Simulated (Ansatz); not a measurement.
System: HfO2 (P2₁/c, No. 14). Method: PBE0 (Ansatz, a first-principles code, PAW).

Numerical settings: plane-wave cutoff 460 eV, 4×4×4 k mesh, Fermi–Dirac smearing 0.01 eV, scalar-relativistic PAW data made under PBE.

Cell (relaxed with PBEsol):

Space group P2₁/c (No. 14); a = 5.097 Å, b = 5.178 Å, c = 5.271 Å, α = γ = 90.00°, β = 99.62°

```csv
atom,site,symmetry,x,y,z
Hf,4e,1,0.2772,0.0429,0.2082
O,4e,1,0.5529,0.2582,0.0199
O,4e,1,0.0712,0.3373,0.3409
```

Problem. Predict the band gap, smallest direct gap on the k points sampled and Γ–Γ gap.

Solution. 
- band gap = 6.44 eV (on the SCF k mesh)
- smallest direct gap on the k points sampled = 6.54 eV
- Γ–Γ gap = 6.94 eV

Measured, for comparison: band gap 5.7 eV (temperature not stated, not corrected to a static lattice, our sources range from 5.70 to 5.84; as tabulated in Choudhary et al. (2018), arXiv:1804.01032).

Note: cell and atoms aren't relaxed at this level (largest force component 0.14 eV/Å, pressure 2.2 GPa).

Spin–orbit coupling is not included.

Static lattice: no zero-point or thermal effects.
